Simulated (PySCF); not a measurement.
## Phosphorus: a sound run and one with changed settings

Sound run: P [Ne] 3s2 3p3, P⁺ [Ne] 3s2 3p2. Calculation: PySCF 2.14, in aug-cc-pVDZ-DK (5s4p2d, 27 functions); scalar relativity by spin-free X2C-1e. In the sound run the correlated levels freeze [Ne]. The sound run starts from symmetry-adapted Hartree-Fock orbitals and uses a fine grid where one is needed.

Changed run: the non-relativistic Hamiltonian (point nucleus). This setting is unsound on purpose.

```json
{"species": "P", "method": "UHF", "sound run (hartree)": "-341.52431", "changed run (hartree)": "-340.53021", "converged": "yes"}
{"species": "P", "method": "MN15", "sound run (hartree)": "-342.07109", "changed run (hartree)": "-341.07835", "converged": "yes"}
{"species": "P", "method": "TPSS", "sound run (hartree)": "-342.10146", "changed run (hartree)": "-341.10810", "converged": "yes"}
{"species": "P", "method": "MP2", "sound run (hartree)": "-341.59119", "changed run (hartree)": "-340.59712", "converged": "yes"}
{"species": "P", "method": "CCSD(T)", "sound run (hartree)": "-341.61094", "changed run (hartree)": "-340.61693", "converged": "yes"}
{"species": "P⁺", "method": "UHF", "sound run (hartree)": "-341.15940", "changed run (hartree)": "-340.16473", "converged": "yes"}
{"species": "P⁺", "method": "MN15", "sound run (hartree)": "-341.68746", "changed run (hartree)": "-340.69403", "converged": "yes"}
{"species": "P⁺", "method": "TPSS", "sound run (hartree)": "-341.71535", "changed run (hartree)": "-340.72132", "converged": "yes"}
{"species": "P⁺", "method": "MP2", "sound run (hartree)": "-341.20966", "changed run (hartree)": "-340.21502", "converged": "yes"}
{"species": "P⁺", "method": "CCSD(T)", "sound run (hartree)": "-341.23141", "changed run (hartree)": "-340.23688", "converged": "yes"}
```

Ionisation energy of P:

| method | sound run (eV) | changed run (eV) |
| --- | --- | --- |
| UHF | 9.930 | 9.945 |
| MN15 | 10.439 | 10.458 |
| TPSS | 10.507 | 10.525 |
| MP2 | 10.382 | 10.397 |
| SCS-MP2 | 10.225 | 10.240 |
| CCSD | 10.314 | 10.328 |
| CCSD(T) | 10.328 | 10.342 |

Most of the change in total energy is the relativistic energy itself. On top of that the contraction fixes the core shape for the Hamiltonian it was made with, so the changed run is not a good calculation with the other Hamiltonian either.

For comparison, NIST gives 10.487 eV between the lowest levels.
